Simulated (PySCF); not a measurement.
**Relaxation of triplet Si₂H₂**

Level of theory: PySCF, UPBE0, basis Si def2-TZVP, H def2-TZVP (no relativity, density fitting). A (50,194) grid was used.

A start displaced from a saddle point along its imaginary mode, of Cs symmetry, held to at least that symmetry:

```xyz
4
charge 0 multiplicity 3, angstrom
Si    1.1956    0.0000   -0.0166
Si   -1.2136    0.0000   -0.0257
H     0.2500    1.0239    0.5870
H     0.2500   -1.0239    0.5870
```

What forces act on the atoms at the start (eV/Å)?


| atom | Fx | Fy | Fz |
| --- | --- | --- | --- |
| Si1 | 0.92 | 0.00 | -0.80 |
| Si2 | -0.04 | 0.00 | -0.15 |
| H3 | -0.44 | 0.57 | 0.48 |
| H4 | -0.44 | -0.57 | 0.48 |

What does it relax to?

It ends at C2v with Si–H 1.495 Å (×2), Si–Si 2.272 Å; H–Si–H 105.9°, H–Si–Si 127.0° (×2). A frequency run shows a minimum. Other isomers or separated fragments may lie lower.

How much energy is released, and in how many steps?

107.2 kJ/mol in 19 steps.

At this level a singlet minimum of C2v symmetry lies 80 kJ/mol below this structure.

The relaxation took 28 s on 4 threads of a shared Intel Xeon Platinum 8259CL @ 2.50GHz (Skylake/Cascade Lake) host, with 86 basis functions and 20 gradients; the process peaked at 1 GiB.
